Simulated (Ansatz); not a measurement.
Compare A (`O/C=C\Cl`) with its isomer B (`O=CCCl`).

Gas-phase electronic energies from Ansatz, PBE0-D4/def2-TZVP geometries. CCSD(T)/CBS adds triple-zeta CCSD(T) − MP2 to the extrapolated MP2 energy (def2 sets, frozen cores). DFT in def2-TZVPP. Each species was taken in one conformer, which may not be the lowest.

A:

Z-matrix (Å, degrees):
```
C
C 1 1.329
O 1 1.339 2 126.4
H 1 1.083 2 120.5 3 180.0
Cl 2 1.727 1 120.6 3 -0.0
H 2 1.078 1 123.5 3 -180.0
H 3 0.968 1 108.3 2 -0.0
```

B:

Z-matrix (Å, degrees):
```
C
C 1 1.509
Cl 1 1.772 2 111.0
H 1 1.093 2 108.9 3 118.6
H 1 1.089 2 110.2 3 -121.6
O 2 1.196 1 122.3 3 151.3
H 2 1.109 1 115.3 3 -29.6
```

Problem. Which isomer does CCSD(T)/CBS put lower? Give the gap. (Best estimate.)

Solution. Ansatz gave: B, by 3.9 kcal/mol.

Problem. Give E(B) − E(A) in kcal/mol with CCSD(T)/def2-TZVPP, B2PLYP, LDA (SPW92), MP2/def2-TZVPP, CCSD(T)/def2-SVP, PBE-D4, BLYP-D4. (Estimate.)

Solution. Computed: CCSD(T)/def2-TZVPP -4.9, B2PLYP -4.8, LDA (SPW92) 1.9, MP2/def2-TZVPP -4.5, CCSD(T)/def2-SVP -7.8, PBE-D4 -2.6, BLYP-D4 -4.0. The order is the other way round with LDA (SPW92).

Problem. Does the order hold for the free energy at 298.15 K (harmonic terms from PBE0-D4)? (Estimate.)

Solution. Computed: Yes: G(B) − G(A) = -5.4 kcal/mol, for one conformer each. Modes under 60 cm⁻¹, often nearly free rotors, make the harmonic entropy too high.

Largest T1 diagnostic: 0.013.

Leaving LDA and LC-ωPBE aside and taking each functional with its dispersion term where it has one, the values, not all of them listed here, spread over 3.0 kcal/mol, from ωB97X-V to PBE-D4. LDA lies +4.7 kcal/mol from PBE without D4. In def2-TZVPP, CCSD(T) changes the Hartree–Fock value by +3.7 kcal/mol (the triples alone add +0.6 kcal/mol) and MP2 by +4.1 kcal/mol.
